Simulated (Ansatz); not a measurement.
# doublet CH5NSi+ at 6 levels

We compute a comparison of 6 runs (UB3LYP/6-31G*, U-wB97M-V/def2-SVPD, UB3LYP/def2-SVPD, UBHLYP/def2-SVPD, UPBE/def2-SVPD, RPA@PBE0/def2-SVPD) of doublet CH5NSi+. 

Program for the calculation: Ansatz 0.2.0.

60 further runs of the same task are left out: 60 set aside as unsound or not needed.

## 1. The molecule

CH5NSi+: 8 atoms, total charge +1, spin state doublet. SMILES of the parent species: `C[Si]N`. The coordinates come from a PBE0-D4/def2-TZVP relaxation. This is one conformer, not always the lowest. That shape belongs to the parent species and isn't relaxed for this state.

Bond lengths: C1–Si2 1.904 Å, Si2–N3 1.709 Å, C1–H4 1.094 Å, C1–H5 1.094 Å, C1–H6 1.098 Å, N3–H7 1.008 Å, N3–H8 1.010 Å. Angles: C1–Si2–N3 98.7°, Si2–C1–H4 115.0°, Si2–C1–H5 110.7°, Si2–C1–H6 107.9°, Si2–N3–H7 121.7°, Si2–N3–H8 126.1°, H4–C1–H5 108.8°, H4–C1–H6 108.0°, H5–C1–H6 106.1°, H7–N3–H8 112.1°.

## 2. A single-point energy at UB3LYP/6-31G(d) (spherical functions) (run 1)

Contents of molecule.yaml:

```yaml
crystal:
  periodic: [false, false, false]
  atoms:
    - {symbol: C, position_ang: [-0.660000, 0.824700, -0.552100]}
    - {symbol: Si, position_ang: [0.963800, 0.653800, 0.427700]}
    - {symbol: N, position_ang: [0.932200, -1.034400, 0.690700]}
    - {symbol: H, position_ang: [-1.026400, -0.101800, -1.004300]}
    - {symbol: H, position_ang: [-0.562500, 1.583400, -1.334100]}
    - {symbol: H, position_ang: [-1.431400, 1.195000, 0.135900]}
    - {symbol: H, position_ang: [1.651200, -1.501900, 1.220100]}
    - {symbol: H, position_ang: [0.225200, -1.675700, 0.360300]}
basis:
  gaussian:
    orbitals: 6-31G_st_-spherical.json
total_charge: 1
magnetization:
  spin_polarized: true
  initial_magnetization: 1
hamiltonian:
  xc: {name: B3LYP}
accuracy: high
output: {orbitals: {seedname: orbitals}}
```

The basis set 6-31G* is read from a file made from the Basis Set Exchange's data (not shown).

Command:

```bash
$ ansatz run molecule.yaml --threads 1 --pin off --max-ram 3480MiB --events-out events.jsonl --progress --plain --runs-dir runs
```

The program printed:

```text
Warning: RAYON_NUM_THREADS=1 ignored (pool sized by the plan → 1); use --threads N
Functional definition: B3LYP
  name "B3LYP"
  parameter a0 = 0.2
  parameter ax = 0.72
  parameter ac = 0.81
  exchange = (1 - a0 - ax)*slater_x + ax*b88_x + a0*exact_x
  correlation = (1 - ac)*vwn_rpa_c + ac*lyp_c
1304 factors; integrals over basis functions are off by at most 3.5e-9 eV
mean field evaluation 1: about -10457.2712 eV, gradient 6.7e1 eV
mean field evaluation 2: about -10406.8347 eV, gradient 1.0e2 eV
mean field evaluation 4: about -10476.8875 eV, gradient 1.2e1 eV
mean field evaluation 8: about -10477.7628 eV, gradient 6.4e-1 eV
mean field evaluation 16: about -10477.7665 eV, gradient 9.9e-4 eV
mean field -10477.76651298 eV, -385.0508172669 hartree, gradient 9.7e-8 eV, S^2 0.755408; 0 other end points of the search recorded, 0 dependent functions left out
reference -10477.76654506 eV, -385.0508184457 hartree; 16, 15 occupied and 40, 41 virtual orbitals, 1304 factors
Total energy: -10477.76654506 eV, -385.0508184457 hartree
```

It took 6.9 s on 1 thread of AMD EPYC 7R43 (Zen 3), shared host; peak memory 0.26 GiB.

## 3. A single-point energy at U-wB97M-V/def2-SVPD (run 2)

Contents of input.yaml:

```yaml
crystal:
  periodic: [false, false, false]
  atoms:
    - {symbol: C, position_ang: [-0.660000, 0.824700, -0.552100]}
    - {symbol: Si, position_ang: [0.963800, 0.653800, 0.427700]}
    - {symbol: "N", position_ang: [0.932200, -1.034400, 0.690700]}
    - {symbol: H, position_ang: [-1.026400, -0.101800, -1.004300]}
    - {symbol: H, position_ang: [-0.562500, 1.583400, -1.334100]}
    - {symbol: H, position_ang: [-1.431400, 1.195000, 0.135900]}
    - {symbol: H, position_ang: [1.651200, -1.501900, 1.220100]}
    - {symbol: H, position_ang: [0.225200, -1.675700, 0.360300]}
basis:
  gaussian: {orbitals: def2-SVPD}
total_charge: 1
magnetization: {spin_polarized: true, initial_magnetization: 1}
hamiltonian: {xc: {name: wB97M-V}}
accuracy: high
output: {orbitals: {seedname: orbitals}}
```

Command:

```bash
$ ansatz run input.yaml --threads 1 --pin off --max-ram 3480MiB --events-out events.jsonl --progress --plain --runs-dir runs
```

The program printed:

```text
Warning: RAYON_NUM_THREADS=1 ignored (pool sized by the plan → 1); use --threads N
Functional definition: wB97M-V
  name "wB97M-V"
  parameter omega = 0.3/bohr
  parameter cx = 0.15
  parameter cx01 = 1.007
  parameter cx10 = 0.259
  parameter css00 = 0.443
  parameter css04 = -1.437
  parameter css10 = -4.535
  parameter css20 = -3.390
  parameter css43 = 4.278
  parameter cos00 = 1.000
  parameter cos10 = 1.358
  parameter cos20 = 2.924
  parameter cos21 = -8.812
  parameter cos60 = -1.390
  parameter cos61 = 9.142
  parameter b = 6.0
  parameter c = 0.01
  gx(w, u) = 1 - cx + cx01*u + cx10*w
  gss(w, u) = css00 + css04*u^4 + css10*w + css20*w^2 + css43*w^4*u^3
  gos(w, u) = cos00 + cos10*w + (cos20 + cos21*u)*w^2 + (cos60 + cos61*u)*w^6
  exchange = spin_sum(e_x_unif_sr(omega)*gx(b97_w, b97_u_x)) + cx*exact_x_sr(omega) + exact_x_lr(omega)
  correlation = spin_sum(e_c_pw_mod_same_spin*gss(b97_w, b97_u_same))
      + integral(e_c_pw_mod_opposite_spin*gos(b97_w_opposite, b97_u_opposite)) + vv10(b, c)
2098 factors; integrals over basis functions are off by at most 3.5e-9 eV
437 factors; integrals over basis functions are off by at most 1.9e-9 eV
mean field evaluation 1: about -10458.9854 eV, gradient 5.3e1 eV
mean field evaluation 2: about -10455.0743 eV, gradient 5.9e1 eV
mean field evaluation 4: about -10471.5365 eV, gradient 2.8e0 eV
mean field evaluation 8: about -10471.6374 eV, gradient 1.3e-1 eV
mean field evaluation 16: about -10471.6378 eV, gradient 8.6e-4 eV
mean field evaluation 32: about -10471.6378 eV, gradient 7.0e-8 eV
mean field -10471.63777234 eV, -384.8255902024 hartree, gradient 7.0e-8 eV, S^2 0.753969; 0 other end points of the search recorded, 0 dependent functions left out
reference -10471.63777741 eV, -384.8255903887 hartree; 16, 15 occupied and 88, 89 virtual orbitals, 2098 factors
Total energy: -10471.63777741 eV, -384.8255903887 hartree
```

Wall time 68 s (1 thread of AMD EPYC 7R43 (Zen 3), shared host); peak memory 1 GiB.

Runs 3 to 5 aren't shown in full; the table further down has their settings and results.

## 4. The energy at RPA@PBE0/def2-SVPD (run 6)

Contents of run.yaml:

```yaml
crystal:
  periodic: [false, false, false]
  atoms:
    - symbol: C
      position_ang: [-0.660000, 0.824700, -0.552100]
    - symbol: Si
      position_ang: [0.963800, 0.653800, 0.427700]
    - symbol: "N"
      position_ang: [0.932200, -1.034400, 0.690700]
    - symbol: H
      position_ang: [-1.026400, -0.101800, -1.004300]
    - symbol: H
      position_ang: [-0.562500, 1.583400, -1.334100]
    - symbol: H
      position_ang: [-1.431400, 1.195000, 0.135900]
    - symbol: H
      position_ang: [1.651200, -1.501900, 1.220100]
    - symbol: H
      position_ang: [0.225200, -1.675700, 0.360300]
basis:
  gaussian: {orbitals: def2-SVPD}
total_charge: 1
magnetization: {spin_polarized: true, initial_magnetization: 1}
hamiltonian: {xc: pbe0}
correlation: {method: rpa, frozen_orbitals: {C: 1, H: 0, "N": 1, Si: 5}}
accuracy: high
```

Command:

```bash
$ ansatz run run.yaml --threads 1 --pin off --max-ram 3480MiB --events-out events.jsonl --progress --plain --runs-dir runs
```

The program printed:

```text
Warning: RAYON_NUM_THREADS=1 ignored (pool sized by the plan → 1); use --threads N
Functional definition: PBE0
  name "PBE0"
  parameter a = 0.25
  parameter kappa = 0.804
  parameter beta = 0.06672455060314922
  exchange = (1 - a)*pbe_x(kappa = kappa, mu = beta*pi^2/3) + a*exact_x
  correlation = pbe_c(beta = beta)
2098 factors; integrals over basis functions are off by at most 3.5e-9 eV
mean field evaluation 1: about -10448.5844 eV, gradient 6.4e1 eV
mean field evaluation 2: about -10448.7065 eV, gradient 6.4e1 eV
mean field evaluation 4: about -10464.4005 eV, gradient 2.2e1 eV
mean field evaluation 8: about -10467.1887 eV, gradient 5.3e-1 eV
mean field evaluation 16: about -10467.2119 eV, gradient 3.9e-3 eV
mean field evaluation 32: about -10467.2119 eV, gradient 4.5e-8 eV
mean field evaluation 64: about -10457.2617 eV, gradient 8.3e0 eV
mean field -10467.21193049 eV, -384.6629435145 hartree, gradient 4.5e-8 eV, S^2 0.757012; 0 other end points of the search recorded, 0 dependent functions left out
7 core orbitals not correlated: weight in the atoms' cores, before any rotation towards them, 1.000 or more for the frozen orbitals, at most 0.000 for the correlated occupied ones
reference -10441.43130646 eV, -383.7155230561 hartree; 9, 8 occupied and 88, 89 virtual orbitals, 2098 factors
Total energy: -10458.14276171 eV, -384.3296577092 hartree
```

Wall time 17 s (1 thread of AMD EPYC 7R43 (Zen 3), shared host); peak memory 0.58 GiB.

## 5. All runs side by side

```
run                                level  frozen core orbitals  energy (Eh)  HOMO energy (eV)  LUMO energy (eV)   ⟨S²⟩  wall time
  1  UB3LYP/6-31G* (spherical functions)                     –  -385.050818            -13.79            -10.62  0.755      6.9 s
  2                  U-wB97M-V/def2-SVPD                     –  -384.825590            -16.03             -8.54  0.754       68 s
  3                     UB3LYP/def2-SVPD                     –  -384.920664            -13.87            -10.69  0.755       11 s
  4                     UBHLYP/def2-SVPD                     –  -384.838278            -15.28             -9.46  0.758       11 s
  5                       UPBE/def2-SVPD                     –  -384.626967            -12.88            -11.19  0.755      9.3 s
  6                   RPA@PBE0/def2-SVPD                     7  -384.329658                 –                 –  0.757       17 s
```

## 6. Results

```
                                quantity          value
                     run 6: total energy  -384.32966 Eh
 run 6: RPA correlation energy (valence)     -614.1 mEh
run 6: ⟨S²⟩ of the reference determinant          0.757
```

Totals of different functionals can't be ranked against each other. All runs together took 2.1 min, the longest 68 s.
